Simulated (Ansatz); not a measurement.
# C3H4F2O: the cost of one run

Method: RKS r2SCAN-D4/def2-SVP, in Ansatz 0.2.0.

### 1 Starting point

Bond lengths: C1–C2 1.527 Å, C2–F3 1.337 Å, C2–F4 1.340 Å, C2–C5 1.505 Å, C5–O6 1.249 Å, C1–H7 1.125 Å, C1–H8 1.047 Å, C1–H9 1.104 Å, C5–H10 1.088 Å. Angles (14 of 15 angles, heavy atoms first): C1–C2–F3 106.3°, C1–C2–F4 112.1°, C1–C2–C5 114.8°, F3–C2–F4 101.9°, F3–C2–C5 110.7°, F4–C2–C5 110.3°, C2–C5–O6 126.1°, C2–C1–H7 106.6°, C2–C1–H8 109.5°, C2–C1–H9 111.7°, C2–C5–H10 116.4°, O6–C5–H10 117.5°, H7–C1–H8 109.0°, H7–C1–H9 105.8°.

As a file:

```xyz
10

C    -0.3705   -1.0881    0.3485
C     0.2871    0.0130   -0.4804
F     1.5664   -0.3448   -0.6310
F    -0.1494    0.0179   -1.7470
C     0.1856    1.3928    0.1109
O    -0.4053    1.6982    1.1686
H    -1.4619   -0.8246    0.4243
H    -0.2744   -2.0048   -0.1489
H     0.0088   -1.0995    1.3854
H     0.6966    2.1886   -0.4274
```

### 2 End point A

input.yaml

```yaml
crystal:
  periodic: [false, false, false]
  atoms:
    - { symbol: C, position_ang: [-0.3705, -1.0881, 0.3485] }
    - { symbol: C, position_ang: [0.2871, 0.013, -0.4804] }
    - { symbol: F, position_ang: [1.5664, -0.3448, -0.631] }
    - { symbol: F, position_ang: [-0.1494, 0.0179, -1.747] }
    - { symbol: C, position_ang: [0.1856, 1.3928, 0.1109] }
    - { symbol: O, position_ang: [-0.4053, 1.6982, 1.1686] }
    - { symbol: H, position_ang: [-1.4619, -0.8246, 0.4243] }
    - { symbol: H, position_ang: [-0.2744, -2.0048, -0.1489] }
    - { symbol: H, position_ang: [0.0088, -1.0995, 1.3854] }
    - { symbol: H, position_ang: [0.6966, 2.1886, -0.4274] }
basis:
  gaussian: { orbitals: def2-SVP }
hamiltonian:
  xc: r2scan
  dispersion: d4
relax:
  f_tol: 0.02
  max_steps: 50
```

Launch:

```bash
$ ansatz run input.yaml --threads 2 --pin off --max-ram 3072MiB --backend cpu --events-out ev --progress --plain --runs-dir out
```

**Question.** How long does this run take on 2 threads of Arm Neoverse V2, shared host, and how much memory does it need?

About 25 s, with a peak of 0.16 GiB.
